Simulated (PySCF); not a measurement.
**Ar: ionisation energy**

Ar [Ar] (1S) → Ar⁺ [Ne] 3s2 3p5 (2P), as a difference of total energies. Computed with PySCF 2.14 in def2-SVP (4s3p1d, 18 functions), with no relativity, point nucleus. Correlated levels: valence: [Ne] frozen. The calculations carry no spin-orbit coupling.

| method | ionisation energy (eV) |
| --- | --- |
| UHF | 14.613 |
| M06-2X | 15.745 |
| TPSS | 15.662 |
| MP2 (valence) | 15.346 |
| SCS-MP2 (valence) | 15.258 |
| CCSD (valence) | 15.206 |
| CCSD(T) (valence) | 15.201 |

Errors of the correlated levels include the incompleteness of this basis and the frozen core.

**Question.** Which method comes closest to the reference value, and which is furthest?

**Answer.** The reference is 15.819 eV (measured; NIST levels, between the centres of gravity of the two terms). Closest: M06-2X (error -0.074 eV); furthest: UHF (error -1.206 eV).
